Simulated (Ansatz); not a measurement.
A ladder of methods for PH2F (phosphinous fluoride(8ci,9ci))

PH2F has 4 atoms, charge 0, and is taken as a singlet. As SMILES, `FP`. The shape is that of a GFN2-xTB optimisation.

Quantity: the electronic atomisation energy, in eV. The values are calculated. Electronic energies at fixed atoms, without zero-point motion or spin-orbit coupling.

```csv
level,kind,program,value (eV),less FCI/STO-3G
HF/STO-3G,Hartree–Fock,Ansatz,8.08,-2.07
BLYP/STO-3G,GGA,Ansatz,13.38,+3.23
r2SCAN/STO-3G,meta-GGA,Ansatz,12.71,+2.56
PBE0/STO-3G,global hybrid,Ansatz,12.55,+2.40
CAM-B3LYP/STO-3G,range-separated hybrid,Ansatz,12.95,+2.80
MP2/STO-3G,perturbation theory,Ansatz,9.50,-0.65
CCSDTQ/STO-3G,coupled cluster or CI,Ansatz,10.15,0.00
FCI/STO-3G,exact in the basis,Ansatz,10.15,0.00
```

FCI/STO-3G is exact within its basis and frozen core, so for wave-function methods in that basis the difference is their error; functionals converge differently with the basis, so for them it is only a difference. The values span 8.08 to 13.38 eV. All rows use very small basis sets, so none should be taken for the real molecule's value.
